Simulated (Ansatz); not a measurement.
**Cd (hcp): energy against volume**

Computed with Ansatz 0.2.0, DFT, r2SCAN, plane waves (500 eV) with PAW, scalar-relativistic. (PAW data from PBE, frozen cores regenerated.)

The cell is scaled uniformly from the relaxed one, with fractional coordinates and shape fixed. Energies are extrapolated to zero smearing, pressures are those at the given smearing. Magnetic state: spin not included.

A Birch-Murnaghan fit gives V₀ = 22.19 Å³/atom, B₀ = 56 GPa, B₀′ = 5.7.

Task: What are the energy above the minimum and the pressure at 19.523 Å³/atom?

Result: 75.0 meV/atom and 10.40 GPa as computed.

Task: What are the energy above the minimum and the pressure at 20.411 Å³/atom?

Result: 30.2 meV/atom and 6.02 GPa as computed.

Task: What are the energy above the minimum and the pressure at 23.960 Å³/atom?

Result: 21.1 meV/atom and -3.42 GPa as computed.
